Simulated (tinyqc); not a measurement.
UHF in the sto-3g basis, for NH, spin multiplicity 3, step by step (part 3 of 3). This run ends on a higher stationary point, not on the lowest solution. Computed by tinyqc, a small Python program that keeps every step (integrals from PySCF). Command: `OMP_NUM_THREADS=1 python tinyqc.py 20480 20481 out.jsonl` (the two numbers bound the seeds that draw the settings). One thread of a shared host (Intel(R) Xeon(R) Processor @ 2.60GHz), about 0.2 s of CPU time with the checks.

Geometry (angstrom):
```
atom         x         y         z
N     0.000000  0.000000  0.000000
H     0.000000  0.000000  1.930000
```

## Convergence

Stop when the energy changes by less than 1e-08 hartree and every element of the error matrix X^T (F D S - S D F) X (for each spin) is below 3e-05.

Course of the cycle:
```
iteration   E (hartree)     change  largest element of the error matrix
1          -52.30177115          -                             2.15e+00
2          -53.90701122  -1.61e+00                             1.78e-01
3          -54.00764220  -1.01e-01                             6.89e-02
4          -54.02885554  -2.12e-02                             2.45e-02
5          -54.03785052  -8.99e-03                             3.26e-02
6          -54.03405995   3.79e-03                             2.94e-02
7          -54.02025411   1.38e-02                             1.38e-02
8          -54.03014958  -9.90e-03                             2.47e-02
9          -54.02207092   8.08e-03                             5.84e-03
10         -54.02193326   1.38e-04                             2.64e-03
11         -54.02194701  -1.38e-05                             2.07e-03
12         -54.02199746  -5.04e-05                             1.56e-03
13         -54.02233237  -3.35e-04                             1.36e-03
14         -54.02267115  -3.39e-04                             1.04e-03
...                 ...        ...                                  ...
17         -54.02287433  -8.99e-05                             1.08e-03
18         -54.02299062  -1.16e-04                             1.06e-03
19         -54.02302153  -3.09e-05                             9.58e-04
20         -54.02305094  -2.94e-05                             4.56e-04
21         -54.02306151  -1.06e-05                             2.28e-04
22         -54.02306272  -1.21e-06                             1.40e-04
23         -54.02306212   6.01e-07                             1.26e-04
24         -54.02306348  -1.36e-06                             1.36e-04
25         -54.02306440  -9.15e-07                             1.34e-04
26         -54.02306568  -1.28e-06                             9.24e-05
27         -54.02306590  -2.25e-07                             1.80e-05
28         -54.02306593  -3.45e-08                             1.31e-05
29         -54.02306596  -2.14e-08                             1.01e-05
30         -54.02306596  -2.65e-09                             8.88e-06
```

PySCF UHF in the same basis, after a stability check = -54.18919686 hartree

Converged in 30 iterations. But the solution lies 0.16613 hartree above the reference: it is another stationary point, not the lowest one. Reruns (cap 100 unless said): DIIS 8: converged in 24 to a higher stationary point; damping 0.5: not converged; level shift 0.5: not converged; atomic densities as start, DIIS 8: converged in 11 to a higher stationary point.

## Populations, bond orders and dipole

D(alpha) after iteration 30, lower triangle:
```
            1N 1s      1N 2s     1N 2px     1N 2py    1N 2pz     2H 1s
1N 1s    1.058733
1N 2s   -0.250501   1.069372
1N 2px   0.000007  -0.000032   1.000000
1N 2py   0.000003  -0.000014   0.000000   1.000000
1N 2pz   0.011010  -0.046768  -0.000498  -0.000215  0.022467
2H 1s    0.017728  -0.106243   0.000141   0.000061  0.143352  0.952740
```

D(beta) after iteration 30, lower triangle:
```
            1N 1s     1N 2s     1N 2px    1N 2py    1N 2pz     2H 1s
1N 1s    1.057808
1N 2s   -0.245929  1.046717
1N 2px  -0.000007  0.000031   0.931758
1N 2py  -0.000001  0.000002  -0.252160  0.068241
1N 2pz  -0.007574  0.030948  -0.000381  0.000103  0.000915
2H 1s   -0.011021  0.037580  -0.000088  0.000024  0.001112  0.001354
```

overlap S, lower triangle:
```
           1N 1s     1N 2s    1N 2px    1N 2py    1N 2pz     2H 1s
1N 1s   1.000000
1N 2s   0.235038  1.000000
1N 2px  0.000000  0.000000  1.000000
1N 2py  0.000000  0.000000  0.000000  1.000000
1N 2pz  0.000000  0.000000  0.000000  0.000000  1.000000
2H 1s   0.007286  0.115374  0.000000  0.000000  0.134983  1.000000
```

Mulliken: Z minus the diagonal of D S on the atom; Loewdin: the same with S^(1/2) D S^(1/2); Mayer order: 2 sum_s sum (D(s) S)_ij (D(s) S)_ji over the two atoms.

Charges (e):
```
atom   Mulliken    Loewdin  Mulliken spin
1N    -0.034279  -0.034837       1.045798
2H     0.034279   0.034837       0.954202
```

Mayer bond orders:
```
pair     order
2-1   0.088324
```

dipole moment about the origin, x y z (debye): -0.000018  0.000008  0.332784

<S^2> of the determinant (pure state: 2) = 2.002750
